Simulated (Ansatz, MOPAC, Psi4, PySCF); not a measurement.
Reaction (SMILES): [CH-]1CCC1 -> C/[C-]=C/C

Quantity: isomerisation energy (enthalpy at 298 K), in kcal/mol. Conventions: PM7 with its own dispersion and hydrogen-bond terms; frozen cores in correlated levels; LANL2DZ all-electron up to Ne; 6-31G* and kin with 6d, 5d where marked; 6-311+G** with 5d; no spin-orbit coupling; non-relativistic; dispersion terms only where a functional's name holds one. Ab initio and DFT rows: single points at B3LYP-D3(BJ) geometries (Ansatz, a first-principles code), with unscaled harmonic terms from B3LYP/6-31G* at its own minima. Semi-empirical rows: MOPAC heats of formation at their own minima for 298 K. Anions need diffuse functions, which STO-3G, LANL2DZ, def2-SVP, cc-pVDZ and Pople sets without + lack.

```json
[
 {"level": "PM7", "program": "MOPAC", "isomerisation energy (enthalpy at 298 K) (kcal/mol)": "-1.3"},
 {"level": "HF/STO-3G", "program": "Ansatz", "isomerisation energy (enthalpy at 298 K) (kcal/mol)": "-0.6"},
 {"level": "PBE/6-31G*", "program": "Ansatz", "isomerisation energy (enthalpy at 298 K) (kcal/mol)": "-13.5"},
 {"level": "PBE/6-311+G**", "program": "Ansatz", "isomerisation energy (enthalpy at 298 K) (kcal/mol)": "-16.9"},
 {"level": "BP86/def2-SVP", "program": "PySCF", "isomerisation energy (enthalpy at 298 K) (kcal/mol)": "-15.2"},
 {"level": "B3LYP/STO-3G", "program": "Ansatz", "isomerisation energy (enthalpy at 298 K) (kcal/mol)": "-4.5"},
 {"level": "B3LYP/LANL2DZ", "program": "Ansatz", "isomerisation energy (enthalpy at 298 K) (kcal/mol)": "-19.0"},
 {"level": "B3LYP/6-31+G*", "program": "Ansatz", "isomerisation energy (enthalpy at 298 K) (kcal/mol)": "-21.3"},
 {"level": "M06-2X/6-31G* (5d)", "program": "PySCF", "isomerisation energy (enthalpy at 298 K) (kcal/mol)": "-14.1"},
 {"level": "M06-2X/6-311+G**", "program": "PySCF", "isomerisation energy (enthalpy at 298 K) (kcal/mol)": "-17.6"},
 {"level": "wB97X-D/6-311+G**", "program": "Psi4", "isomerisation energy (enthalpy at 298 K) (kcal/mol)": "-16.7"},
 {"level": "MP2/3-21G", "program": "Ansatz", "isomerisation energy (enthalpy at 298 K) (kcal/mol)": "-21.8"},
 {"level": "B3PW91/6-31G* (5d)", "program": "PySCF", "isomerisation energy (enthalpy at 298 K) (kcal/mol)": "-13.7"},
 {"level": "PBE/def2-TZVPD", "program": "Ansatz", "isomerisation energy (enthalpy at 298 K) (kcal/mol)": "-17.0"}
]
```

No value to compare with is used here. The 13 habitual levels span -21.8 (MP2/3-21G) to -0.6 kcal/mol (HF/STO-3G); PBE/def2-TZVPD gives -17.0.

The levels are drawn from those run, B3LYP/6-31G* more often than the rest, none by its result; runs whose electronic state is in doubt are left out.
